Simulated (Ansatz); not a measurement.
## Molecular dynamics of FH

input.yaml

```yaml
crystal:
  periodic: [false, false, false]
  atoms:
    - { symbol: F, position_ang: [-0.426465, 0.158054, -0.214683] }
    - { symbol: H, position_ang: [0.426465, -0.158054, 0.214683] }
basis:
  gaussian: { orbitals: STO-3G }
hamiltonian:
  xc: pbe
md:
  timestep: 0.25
  n_steps: 600
  ensemble: nve
  temperature: 400.0
  initial_velocities: maxwell_boltzmann
  seed: 158319
scf:
  lower_state_search: "off"
```

Run as:

```bash
$ ansatz run input.yaml --threads 1 --pin off --max-ram 2048MiB --backend cpu --events-out ev --progress --plain --runs-dir out
```

It starts from a relaxed structure.

Output, in part (step lines, the closing report, with atoms numbered from 0):

```
md step     0: t =     0.00 fs  T =   400.0 K  F+E_penalty+E_count = -2689.25115303 eV  E_kin = 0.017235 eV  conserved = -2689.23391836 eV  (9 SCF iters)
md step     1: t =     0.25 fs  T =   387.0 K  F+E_penalty+E_count = -2689.25058393 eV  E_kin = 0.016672 eV  conserved = -2689.23391148 eV  (10 SCF iters)
md step     2: t =     0.50 fs  T =   351.6 K  F+E_penalty+E_count = -2689.24904564 eV  E_kin = 0.015148 eV  conserved = -2689.23389782 eV  (10 SCF iters)
md step     3: t =     0.75 fs  T =   298.6 K  F+E_penalty+E_count = -2689.24674557 eV  E_kin = 0.012866 eV  conserved = -2689.23387942 eV  (9 SCF iters)
md step     4: t =     1.00 fs  T =   234.6 K  F+E_penalty+E_count = -2689.24396857 eV  E_kin = 0.010110 eV  conserved = -2689.23385858 eV  (9 SCF iters)
md step     5: t =     1.25 fs  T =   167.2 K  F+E_penalty+E_count = -2689.24104049 eV  E_kin = 0.007203 eV  conserved = -2689.23383762 eV  (9 SCF iters)
md step     6: t =     1.50 fs  T =   103.8 K  F+E_penalty+E_count = -2689.23829130 eV  E_kin = 0.004473 eV  conserved = -2689.23381864 eV  (9 SCF iters)
md step     7: t =     1.75 fs  T =    51.5 K  F+E_penalty+E_count = -2689.23602127 eV  E_kin = 0.002218 eV  conserved = -2689.23380337 eV  (9 SCF iters)
[... lines left out ...]
md step   597: t =   149.25 fs  T =    14.1 K  F+E_penalty+E_count = -2689.23439343 eV  E_kin = 0.000609 eV  conserved = -2689.23378420 eV  (9 SCF iters)
md step   598: t =   149.50 fs  T =     0.0 K  F+E_penalty+E_count = -2689.23377879 eV  E_kin = 0.000000 eV  conserved = -2689.23377862 eV  (8 SCF iters)
md step   599: t =   149.75 fs  T =    13.2 K  F+E_penalty+E_count = -2689.23435410 eV  E_kin = 0.000570 eV  conserved = -2689.23378385 eV  (9 SCF iters)
md step   600: t =   150.00 fs  T =    51.9 K  F+E_penalty+E_count = -2689.23603668 eV  E_kin = 0.002238 eV  conserved = -2689.23379900 eV  (9 SCF iters)
Total energy: -2689.23604581 eV, -98.8276018538 hartree
Atom 0 at    -0.425425     0.157669    -0.214159 Å, force    -1.088125     0.403275    -0.547763 eV/Å
Atom 1 at     0.406864    -0.150789     0.204816 Å, force     1.088125    -0.403275     0.547763 eV/Å
Dipole moment:     0.196204    -0.072716     0.098769 e Å
```

The steps, from the saved trajectory:

```csv
time (fs),T (K),potential energy less start (eV),conserved less start (meV/atom)
0.0,400,0.000,0.00
5.0,370,0.001,0.00
10.0,213,0.008,0.03
15.0,94,0.013,0.05
20.0,4,0.017,0.06
25.0,34,0.016,0.06
30.0,137,0.011,0.04
35.0,314,0.004,0.01
40.0,383,0.001,0.00
45.0,369,0.001,0.01
50.0,287,0.005,0.02
55.0,111,0.013,0.05
60.0,18,0.017,0.07
65.0,11,0.017,0.06
70.0,122,0.012,0.05
75.0,242,0.007,0.03
80.0,384,0.001,0.00
85.0,398,0.000,0.00
90.0,290,0.005,0.02
95.0,175,0.010,0.04
100.0,33,0.016,0.06
105.0,2,0.017,0.07
110.0,69,0.014,0.05
115.0,235,0.007,0.03
120.0,336,0.003,0.01
125.0,398,0.000,0.00
130.0,353,0.002,0.01
135.0,187,0.009,0.04
140.0,70,0.014,0.06
145.0,0,0.017,0.06
150.0,52,0.015,0.06
```

The run went to its last step. The conserved energy stayed within 0.069 meV per atom of its start (net change 0.059 meV per atom), so the integration is sound. The temperature averaged 0.50 of the 400 K drawn at the start: a run that starts near a minimum puts about half its kinetic energy into the potential. A run of 0.15 ps of so small a system gives no equilibrium averages. Limits of this set-up: minimal basis.

The same pairs are bonded in the first frame and the last. Pairs count as bonded within 1.25 times the sum of covalent radii (0.12 Å more for H–H).

Last frame:

```xyz
2
Properties=species:S:1:pos:R:3
F -0.425 0.158 -0.214
H 0.407 -0.151 0.205
```

Time of the run: 51 s on 1 thread of Intel(R) Xeon(R) Processor @ 2.70GHz (shared host), peak memory 0.075 GiB.
